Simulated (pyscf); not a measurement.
silylamine (H₂N–SiH₃) + H₃Si–Cl → H₂N–SiH₂–Cl + silane (SiH₄) (four-centre exchange; singlet surface; H–Si, Cl–Si broken, Cl–Si, H–Si formed). Optimised with ωB97X-D3(BJ)/def2-SVP in PySCF. Energies in kcal/mol from the separated reactants.

```csv
level,barrier,reaction energy
ωB97X-D3(BJ)/def2-TZVP,___,-5.7
PBE/def2-TZVP,31.5,-6.1
r²SCAN/def2-TZVP,33.2,-6.1
PBE0-D3(BJ)/def2-TZVP,32.1,-6.0
M06-2X/def2-TZVP,___,___
ωB97M-D3(BJ)/def2-TZVP,36.3,-5.9
```

Task: Some entries are withheld; supply them.

Result: 
- ωB97X-D3(BJ)/def2-TZVP, barrier: 34.0
- M06-2X/def2-TZVP, barrier: 36.9
- M06-2X/def2-TZVP, reaction energy: -5.6

The functionals in the table span 5.4 kcal/mol in this barrier, from PBE to M06-2X. This is the saddle that the search found; another between the same sides may lie lower.
